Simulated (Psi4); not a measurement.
CH₅N, triplet, at the geometry of the source list (a higher spin typed on purpose: for a closed-shell molecule this is an excited state); Psi4 1.11 with MP2/STO-3G.

Here is a job for Psi4.
```
memory 2 GB

molecule mol {
0 3
C    -0.565000    0.096500   -0.018100
N     0.849000   -0.091100   -0.300400
H    -1.134500   -0.618800   -0.610700
H    -0.849600    1.101900   -0.327200
H    -0.839000   -0.032200    1.039000
H     1.137700   -1.024500   -0.022500
H     1.401400    0.568200    0.239900
}

set {
  basis sto-3g
  reference uhf
}

energy('mp2')
print_variables()
```

**Question.** Write the output that Psi4 gives for this input, abridged.

**Answer.** 
```
    SCF Algorithm Type (re)set to DF.

   => Loading Basis Set <=

    Name: STO-3G
    Role: ORBITAL
    Keyword: BASIS

         ---------------------------------------------------------
                                   SCF
               by Justin Turney, Rob Parrish, Andy Simmonett
                          and Daniel G. A. Smith
                              UHF Reference
         ---------------------------------------------------------

  ==> Geometry <==

    Molecular point group: c1
    Full point group: C1

    Geometry (in Angstrom), charge = 0, multiplicity = 3:

       Center              X                  Y                   Z               Mass
    ------------   -----------------  -----------------  -----------------  -----------------
         C           -0.720349416286     0.100466287837     0.114066253308    12.000000000000
         N            0.693650583714    -0.087133712163    -0.168233746692    14.003074004430
         H           -1.289849416286    -0.614833712163    -0.478533746692     1.007825032230
         H           -1.004949416286     1.105866287837    -0.195033746692     1.007825032230
         H           -0.994349416286    -0.028233712163     1.171166253308     1.007825032230
         H            0.982350583714    -1.020533712163     0.109666253308     1.007825032230
         H            1.246050583714     0.572166287837     0.372066253308     1.007825032230

  Running in c1 symmetry.

  Rotational constants: A =      3.43235  B =      0.77158  C =      0.74003 [cm^-1]
  Rotational constants: A = 102899.27480  B =  23131.27668  C =  22185.49826 [MHz]
  Nuclear repulsion =   42.152694625018441

  Charge       = 0
  Multiplicity = 3
  Electrons    = 18
  Nalpha       = 10
  Nbeta        = 8

  ==> Algorithm <==

  SCF Algorithm Type is DF.
  DIIS enabled.
  MOM disabled.
  Fractional occupation disabled.
  Guess Type is SAD.
  Energy threshold   = 1.00e-08
  Density threshold  = 1.00e-08
  Integral threshold = 1.00e-12

  ==> Primary Basis <==

  Basis Set: STO-3G
    Blend: STO-3G
    Number of shells: 11
    Number of basis functions: 15
    Number of Cartesian functions: 15
    Spherical Harmonics?: true
    Max angular momentum: 1

   => Loading Basis Set <=

    Name: (STO-3G AUX)
    Role: JKFIT
    Keyword: DF_BASIS_SCF

  ==> Integral Setup <==

  SCF_SUBTYPE=INCORE selected. In-core MEM_DF algorithm will be used.
  Using in-core AOs.

  ==> MemDFJK: Density-Fitted J/K Matrices <==

    J tasked:                   Yes
    K tasked:                   Yes
    wK tasked:                   No
    Algorithm:                 Core
    Schwarz Cutoff:           1E-12
    Mask sparsity (%):       0.0000
    Fitting Condition:        1E-10

   => Auxiliary Basis Set <=

  Basis Set: (STO-3G AUX)
    Blend: DEF2-UNIVERSAL-JKFIT
    Number of shells: 80
    Number of basis functions: 242
    Number of Cartesian functions: 282
    Spherical Harmonics?: true
    Max angular momentum: 4

  Minimum eigenvalue in the overlap matrix is 2.2141474656E-01.
  Reciprocal condition number of the overlap matrix is 9.2967262120E-02.
    Using symmetric orthogonalization.

  ==> Pre-Iterations <==

  SCF Guess: Superposition of Atomic Densities via on-the-fly atomic UHF (no occupation information).

   -------------------------
    Irrep   Nso     Nmo
   -------------------------
     A         15      15
   -------------------------
    Total      15      15
   -------------------------

  ==> Iterations <==

                           Total Energy        Delta E     RMS |[F,P]|

   @DF-UHF iter SAD:   -92.19529091253942   -9.21953e+01   0.00000e+00
   @DF-UHF iter   1:   -93.53211088859140   -1.33682e+00   9.11697e-03 ADIIS/DIIS
   @DF-UHF iter   2:   -93.56289199623451   -3.07811e-02   4.36335e-03 ADIIS/DIIS
   @DF-UHF iter   3:   -93.57231092875830   -9.41893e-03   2.04824e-03 ADIIS/DIIS
   @DF-UHF iter   4:   -93.57489676852330   -2.58584e-03   8.68421e-04 ADIIS/DIIS
   @DF-UHF iter   5:   -93.57545708174904   -5.60313e-04   3.71900e-04 ADIIS/DIIS
   @DF-UHF iter   6:   -93.57558781134017   -1.30730e-04   2.39209e-04 ADIIS/DIIS
   @DF-UHF iter   7:   -93.57562792891646   -4.01176e-05   2.26614e-04 ADIIS/DIIS
   @DF-UHF iter   8:   -93.57571139620518   -8.34673e-05   2.29113e-04 ADIIS/DIIS
   @DF-UHF iter   9:   -93.57564133861740    7.00576e-05   2.26241e-04 ADIIS/DIIS
   @DF-UHF iter  10:   -93.57450130910408    1.14003e-03   5.72169e-04 ADIIS/DIIS
   @DF-UHF iter  11:   -93.57471506404627   -2.13755e-04   5.08349e-04 ADIIS/DIIS
   @DF-UHF iter  12:   -93.57523820215205   -5.23138e-04   4.14889e-04 ADIIS/DIIS
   @DF-UHF iter  13:   -93.57542223144068   -1.84029e-04   3.74592e-04 ADIIS/DIIS
   @DF-UHF iter  14:   -93.57529681718654    1.25414e-04   4.50046e-04 ADIIS/DIIS
   @DF-UHF iter  15:   -93.57525989446023    3.69227e-05   4.52570e-04 ADIIS/DIIS
   @DF-UHF iter  16:   -93.57547772039510   -2.17826e-04   4.33663e-04 ADIIS/DIIS
   @DF-UHF iter  17:   -93.57544927201471    2.84484e-05   4.70038e-04 ADIIS/DIIS
   @DF-UHF iter  18:   -93.57538004622012    6.92258e-05   4.85033e-04 ADIIS/DIIS
   @DF-UHF iter  19:   -93.57569504942725   -3.15003e-04   4.86112e-04 ADIIS/DIIS
   @DF-UHF iter  20:   -93.57571297703709   -1.79276e-05   4.68437e-04 ADIIS/DIIS
   @DF-UHF iter  21:   -93.57619413204725   -4.81155e-04   5.08446e-04 ADIIS/DIIS
   @DF-UHF iter  22:   -93.57655128374049   -3.57152e-04   4.93040e-04 ADIIS/DIIS
   @DF-UHF iter  23:   -93.57604597186798    5.05312e-04   4.00062e-04 ADIIS/DIIS
   @DF-UHF iter  24:   -93.57572864660612    3.17325e-04   3.23046e-04 ADIIS/DIIS
   @DF-UHF iter  25:   -93.57573783495998   -9.18835e-06   3.32479e-04 ADIIS/DIIS
   @DF-UHF iter  26:   -93.57566728969790    7.05453e-05   3.06160e-04 ADIIS/DIIS
   @DF-UHF iter  27:   -93.57583740357408   -1.70114e-04   4.64181e-04 ADIIS/DIIS
   @DF-UHF iter  28:   -93.57570365963905    1.33744e-04   4.98068e-04 ADIIS/DIIS
[...]
   @DF-UHF iter  47:   -93.57578621227874    3.27033e-05   3.64050e-04 ADIIS/DIIS
   @DF-UHF iter  48:   -93.57599704282302   -2.10831e-04   5.17478e-04 ADIIS/DIIS
   @DF-UHF iter  49:   -93.57476293628143    1.23411e-03   3.04008e-04 ADIIS/DIIS
   @DF-UHF iter  50:   -93.57547955117573   -7.16615e-04   3.68857e-04 ADIIS/DIIS
   @DF-UHF iter  51:   -93.57513492209252    3.44629e-04   3.26935e-04 ADIIS/DIIS
   @DF-UHF iter  52:   -93.57428434453323    8.50578e-04   5.70401e-04 ADIIS/DIIS
   @DF-UHF iter  53:   -93.57568029824172   -1.39595e-03   9.49999e-04 ADIIS/DIIS
   @DF-UHF iter  54:   -93.57508188611421    5.98412e-04   5.27941e-04 ADIIS/DIIS
   @DF-UHF iter  55:   -93.57431021485220    7.71671e-04   6.76197e-04 ADIIS/DIIS
   @DF-UHF iter  56:   -93.57499131714161   -6.81102e-04   4.89004e-04 ADIIS/DIIS
   @DF-UHF iter  57:   -93.57421359297038    7.77724e-04   8.91205e-04 ADIIS/DIIS
   @DF-UHF iter  58:   -93.57426100004351   -4.74071e-05   9.18089e-04 ADIIS/DIIS
   @DF-UHF iter  59:   -93.57398327552772    2.77725e-04   8.93902e-04 ADIIS/DIIS
   @DF-UHF iter  60:   -93.57473526773404   -7.51992e-04   5.37904e-04 ADIIS/DIIS
   @DF-UHF iter  61:   -93.57547393188398   -7.38664e-04   4.71585e-04 ADIIS/DIIS
   @DF-UHF iter  62:   -93.57542807919576    4.58527e-05   4.72991e-04 ADIIS/DIIS
   @DF-UHF iter  63:   -93.57546233414320   -3.42549e-05   4.21995e-04 ADIIS/DIIS
   @DF-UHF iter  64:   -93.57538761119764    7.47229e-05   4.12049e-04 ADIIS/DIIS
   @DF-UHF iter  65:   -93.57518118736044    2.06424e-04   3.83575e-04 ADIIS/DIIS
   @DF-UHF iter  66:   -93.57499734919898    1.83838e-04   4.13445e-04 ADIIS/DIIS
   @DF-UHF iter  67:   -93.57481403252548    1.83317e-04   4.55685e-04 ADIIS/DIIS
   @DF-UHF iter  68:   -93.57480411228997    9.92024e-06   5.17435e-04 ADIIS/DIIS
   @DF-UHF iter  69:   -93.57518795204270   -3.83840e-04   4.09962e-04 ADIIS/DIIS
   @DF-UHF iter  70:   -93.57563734411730   -4.49392e-04   3.70467e-04 ADIIS/DIIS
   @DF-UHF iter  71:   -93.57526374129714    3.73603e-04   4.73389e-04 ADIIS/DIIS
   @DF-UHF iter  72:   -93.57547895005423   -2.15209e-04   4.76388e-04 ADIIS/DIIS
   @DF-UHF iter  73:   -93.57545701520283    2.19349e-05   4.59653e-04 ADIIS/DIIS
   @DF-UHF iter  74:   -93.57529860560172    1.58410e-04   5.33659e-04 ADIIS/DIIS
   @DF-UHF iter  75:   -93.57542045753110   -1.21852e-04   4.61135e-04 ADIIS/DIIS
   @DF-UHF iter  76:   -93.57531569817529    1.04759e-04   4.86576e-04 ADIIS/DIIS
   @DF-UHF iter  77:   -93.57429667208034    1.01903e-03   1.37252e-03 ADIIS/DIIS
   @DF-UHF iter  78:   -93.57360234868274    6.94323e-04   1.68123e-03 ADIIS/DIIS
   @DF-UHF iter  79:   -93.57428632972804   -6.83981e-04   7.92492e-04 ADIIS/DIIS
   @DF-UHF iter  80:   -93.57528256729393   -9.96238e-04   3.19863e-04 ADIIS/DIIS
   @DF-UHF iter  81:   -93.57521594550211    6.66218e-05   2.74943e-04 ADIIS/DIIS
   @DF-UHF iter  82:   -93.57536825890355   -1.52313e-04   2.61679e-04 ADIIS/DIIS
   @DF-UHF iter  83:   -93.57531660106194    5.16578e-05   2.41538e-04 ADIIS/DIIS
   @DF-UHF iter  84:   -93.57549239520874   -1.75794e-04   2.58347e-04 ADIIS/DIIS
   @DF-UHF iter  85:   -93.57497775637708    5.14639e-04   3.86105e-04 ADIIS/DIIS
   @DF-UHF iter  86:   -93.57492322335013    5.45330e-05   4.25502e-04 ADIIS/DIIS
   @DF-UHF iter  87:   -93.57492324991817   -2.65680e-08   3.20904e-04 ADIIS/DIIS
   @DF-UHF iter  88:   -93.57482412311131    9.91268e-05   4.22264e-04 ADIIS/DIIS
   @DF-UHF iter  89:   -93.57445826539468    3.65858e-04   6.32994e-04 ADIIS/DIIS
   @DF-UHF iter  90:   -93.57445661152678    1.65387e-06   6.67391e-04 ADIIS/DIIS
   @DF-UHF iter  91:   -93.57406387823461    3.92733e-04   8.97009e-04 ADIIS/DIIS
   @DF-UHF iter  92:   -93.57462827021696   -5.64392e-04   3.96140e-04 ADIIS/DIIS
   @DF-UHF iter  93:   -93.57463434180087   -6.07158e-06   4.02863e-04 ADIIS/DIIS
   @DF-UHF iter  94:   -93.57457677510415    5.75667e-05   3.75675e-04 ADIIS/DIIS
   @DF-UHF iter  95:   -93.57500001811528   -4.23243e-04   1.97678e-04 ADIIS/DIIS
   @DF-UHF iter  96:   -93.57453658484270    4.63433e-04   2.45130e-04 ADIIS/DIIS
   @DF-UHF iter  97:   -93.57459041615590   -5.38313e-05   2.28439e-04 ADIIS/DIIS
   @DF-UHF iter  98:   -93.57553898120314   -9.48565e-04   5.81220e-04 ADIIS/DIIS
   @DF-UHF iter  99:   -93.57499892414182    5.40057e-04   4.48244e-04 ADIIS/DIIS
   @DF-UHF iter 100:   -93.57481621961081    1.82705e-04   4.71565e-04 ADIIS/DIIS

PsiException: Could not converge SCF iterations in 100 iterations.

  Failed to converge.

Traceback (most recent call last):
  File "psi4", line 375, in <module>
  File "<string>", line 28, in <module>
  File "site-packages/psi4/driver/driver.py", line 533, in energy
  File "site-packages/psi4/driver/procrouting/proc.py", line 167, in select_mp2
  File "site-packages/psi4/driver/procrouting/proc.py", line 4366, in run_dfmp2
  File "site-packages/psi4/driver/procrouting/proc.py", line 2047, in scf_helper
  File "site-packages/psi4/driver/procrouting/scf_proc/scf_iterator.py", line 93, in scf_compute_energy
  File "site-packages/psi4/driver/procrouting/scf_proc/scf_iterator.py", line 86, in scf_compute_energy
  File "site-packages/psi4/driver/procrouting/scf_proc/scf_iterator.py", line 609, in scf_iterate

psi4.driver.p4util.exceptions.SCFConvergenceError: Could not converge SCF iterations in 100 iterations.

Printing out the relevant lines from the Psithon --> Python processed input file:
    H     1.401400    0.568200    0.239900
    ""","mol")
    core.IO.set_default_namespace("mol")
    core.set_global_option("BASIS", "sto-3g")
    core.set_global_option("REFERENCE", "uhf")
--> energy('mp2')
    print_variables()

!-------------------------------------------------------!
!                                                       !
!  Could not converge SCF iterations in 100 iterations. !
!                                                       !
!-------------------------------------------------------!
```

The run did not converge; its last values are not results.
